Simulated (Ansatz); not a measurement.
A structure relaxed at PBE0-D4/def2-TZVP, charge 0, multiplicity 2:

```tsv
atom	x (Å)	y (Å)	z (Å)
C1	-0.8896	0.7156	-1.6349
C2	-0.0310	-0.1062	-0.7518
C3	0.0780	0.1867	0.6976
C4	0.8242	-0.8789	1.4841
H5	-1.0175	0.2638	-2.6204
H6	-0.4707	1.7223	-1.7941
H7	-1.8837	0.8682	-1.1986
H8	0.6843	-0.7913	-1.1965
H9	0.5770	1.1608	0.8446
H10	-0.9279	0.3276	1.1177
H11	0.8938	-0.6195	2.5426
H12	0.3212	-1.8458	1.4059
H13	1.8418	-1.0032	1.1039
```

(1) Give its formula and SMILES.

(2) Point group (tolerance 0.08 Å, 0.16 Å for H)?

(3) Summarise the bond lengths by kind.

## Answers

(1) C4H9, `C[CH]CC`.

(2) C1.

(3) 3 × C–C 1.481 to 1.520 Å; 9 × C–H 1.086 to 1.104 Å.

All numbers were calculated with Ansatz.
